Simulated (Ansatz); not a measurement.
Atom: F, net charge -1, singlet state.

Basis-set convergence of Hartree-Fock and CCSD(T) correlation energies (hartree) with Ansatz (an electronic-structure program). Valence correlation only, unless marked. Spin-orbit coupling is left out. Non-relativistic. This anion needs diffuse functions, which these sets lack.

```json
[
 {"basis": "cc-pVDZ", "functions": "14", "E(HF)": "-99.36598", "E(corr, CCSD(T))": "-0.19247"},
 {"basis": "cc-pVTZ", "functions": "30", "E(HF)": "-99.42430", "E(corr, CCSD(T))": "-0.27408"},
 {"basis": "cc-pVQZ", "functions": "55", "E(HF)": "-99.44462", "E(corr, CCSD(T))": "-0.30635"},
 {"basis": "cc-pV5Z", "functions": "91", "E(HF)": "[?]", "E(corr, CCSD(T))": "[?]"}
]
```

Question: What belongs in the gaps?

Answer: 
- cc-pV5Z, E(HF): -99.45543
- cc-pV5Z, E(corr, CCSD(T)): -0.32100
